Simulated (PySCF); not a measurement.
Mayer bond orders and bond lengths

Propanoyl fluoride, C₃H₅FO.
SMILES with atom numbers: `[CH3:1][CH2:2][C:3](=[O:4])[F:5]` (hydrogens: H6, H7, H8 on C1; H9, H10 on C2)

Geometry (PBE0-D3(BJ)/def2-SVP, Å), atoms numbered from 1 in this order:
```xyz
10
C3H5FO angstrom
C     -1.0520   -0.2708    0.4130
C      0.1227   -0.2337   -0.5573
C      1.2507    0.6365   -0.0957
O      1.7921    1.5158   -0.6726
F      1.6415    0.2987    1.1471
H     -1.8375   -0.9404    0.0358
H     -1.4946    0.7283    0.5414
H     -0.7368   -0.6335    1.4012
H     -0.1749    0.1246   -1.5519
H      0.5379   -1.2488   -0.6816
```

Bond orders from the PBE0/pcSseg-1 density (PySCF). The structure is a single PBE0-D3(BJ)/def2-SVP conformer in the gas phase; no vibrational or solvent corrections.

Problem. How far do the computed orders between heavy atoms stray from the drawn ones?

Solution. The largest departure is 0.089, at C3–O4 (drawn double, 2.089).

Problem. Set the Mayer orders of the bonds beside their lengths.

Solution. 
| bond | drawn as | length (Å) | Mayer order |
| --- | --- | --- | --- |
| C1–C2 | single | 1.524 | 1.037 |
| C2–C3 | single | 1.498 | 0.998 |
| C3–O4 | double | 1.183 | 2.089 |
| C3–F5 | single | 1.346 | 0.970 |
| C1–H6 | single | 1.099 | 0.964 |
| C1–H7 | single | 1.100 | 0.964 |
| C1–H8 | single | 1.099 | 0.959 |
| C2–H9 | single | 1.098 | 0.945 |
| C2–H10 | single | 1.104 | 0.921 |

By pair of heavy elements: C–C: lowest C2–C3 (0.998, 1.498 Å), highest C1–C2 (1.037, 1.524 Å); in 1 of the 1 pairs the longer bond (by over 0.003 Å) has the higher order (by 0.02 or more).

Problem. Sum the orders of all bonds at each heavy atom with more than one neighbour and set the sums beside the valence in the SMILES.

Solution. C1 3.924 (drawn 4), C2 3.901 (drawn 4), C3 4.057 (drawn 4). Orders between atoms that aren't bonded are not in these sums.

Mayer orders depend on the basis set.
